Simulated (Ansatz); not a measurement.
`BS[SiH3]` at its PBE0-D4/def2-TZVP geometry, where that method's forces vanish. Charge 0, multiplicity 1.

| atom | x (Å) | y (Å) | z (Å) |
| --- | --- | --- | --- |
| B1 | 0.1677 | -0.6022 | 1.5881 |
| S2 | -0.1800 | -1.3586 | 0.0207 |
| Si3 | -0.1411 | 0.3917 | -1.2371 |
| H4 | 0.3418 | 0.5756 | 1.6854 |
| H5 | 0.2188 | -1.3239 | 2.5355 |
| H6 | 1.1948 | 1.0308 | -1.1707 |
| H7 | -1.1843 | 1.3500 | -0.8004 |
| H8 | -0.4177 | -0.0633 | -2.6216 |

Problem. For each bond, give half the difference of the two atoms' forces along it (eV/Å; positive pushes the atoms apart) under PBE-D4, r2SCAN-D4, B3LYP-D4, ωB97M-V in def2-TZVPP. (Estimate.)

Solution. Computed: 
```json
{"bond": "B1–S2", "length (Å)": "1.775", "PBE-D4": "0.06", "r2SCAN-D4": "0.09", "B3LYP-D4": "0.16", "ωB97M-V": "0.11"}
{"bond": "B1–H4", "length (Å)": "1.195", "PBE-D4": "0.05", "r2SCAN-D4": "-0.05", "B3LYP-D4": "-0.12", "ωB97M-V": "-0.11"}
{"bond": "B1–H5", "length (Å)": "1.192", "PBE-D4": "0.07", "r2SCAN-D4": "-0.05", "B3LYP-D4": "-0.15", "ωB97M-V": "-0.13"}
{"bond": "S2–Si3", "length (Å)": "2.156", "PBE-D4": "0.16", "r2SCAN-D4": "0.06", "B3LYP-D4": "0.20", "ωB97M-V": "0.09"}
{"bond": "Si3–H6", "length (Å)": "1.482", "PBE-D4": "0.06", "r2SCAN-D4": "-0.02", "B3LYP-D4": "-0.08", "ωB97M-V": "-0.12"}
{"bond": "Si3–H7", "length (Å)": "1.482", "PBE-D4": "0.06", "r2SCAN-D4": "-0.02", "B3LYP-D4": "-0.08", "ωB97M-V": "-0.12"}
{"bond": "Si3–H8", "length (Å)": "1.483", "PBE-D4": "0.07", "r2SCAN-D4": "-0.03", "B3LYP-D4": "-0.11", "ωB97M-V": "-0.11"}
```

B3LYP here is the variant with VWN-RPA as its local correlation; programs differ in this.
